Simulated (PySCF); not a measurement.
Gas-phase reaction: H3SiPH2 + PH → SiH2 + 2 PH2, at 1000 K and a standard pressure of 1 bar. Level: PBE/def2-SVP.

Energies from PySCF, thermal terms from the rigid-rotor harmonic-oscillator model, ideal gas at 1 bar. Open shells (unrestricted): PH (multiplicity 3), PH2 (multiplicity 2); the rest are closed-shell singlets. PH2: computed as isolated molecules; such fragments, hydroxides, amides, oligomers or adducts are transient or little studied in the gas. The harmonic model lacks anharmonicity and excited electronic states, which grow with temperature; levels with a mode under 35 cm⁻¹ are left out. Internal rotation in H3SiPH2 is treated as a harmonic vibration of one conformer, which makes the entropy rough.

```csv
species,E (Ha),H(1000 K) − E (kJ/mol),S°(1000 K) (J/mol/K)
H3SiPH2,-633.31638,195.9,403.1
PH,-341.60433,43.8,233.0
SiH2,-290.35606,69.4,257.9
PH2,-342.22867,72.8,261.2
```
E: electronic energy; H − E holds the zero-point and thermal terms. 1 Ha = 2625.5 kJ/mol.

**Question.** Work out ΔH°, ΔS°, ΔG° and log10 K from these numbers.

**Answer.** 1. ΔE = 1×(-290.35606) + 2×(-342.22867) − 1×(-633.31638) − 1×(-341.60433) = 0.10731 Ha = 281.7 kJ.
2. Δ(H − E) = 1×(69.4) + 2×(72.8) − 1×(195.9) − 1×(43.8) = -24.7 kJ, so ΔH° = 257.0 kJ.
3. ΔS° = 1×(257.9) + 2×(261.2) − 1×(403.1) − 1×(233.0) = 144.2 J/K; the number of gas molecules changes by +1.
4. ΔG° = ΔH° − TΔS° = 257.0 − 1000×(144.2)/1000 = 112.8 kJ.
5. log10 K = −ΔG°/(RT ln 10) = -5.89, with RT ln 10 = 19.14 kJ/mol; at standard pressures the reactants are favoured.
6. A shift of 10 kJ in ΔE would move log10 K by 0.52 here.
7. Lowering the total pressure from 1 bar to 0.01 bar multiplies the mole-fraction quotient K_x = K (p/p°)^(−Δn) by 10^2, which pushes the balance towards the products.
For scale, ΔH°(298 K) is 266 kJ at this level, 259 kJ at ωB97M-V/def2-TZVP†, and runs from 227 to 299 kJ over the 20 levels computed († marks an energy on the PBE0/def2-TZVP geometry).
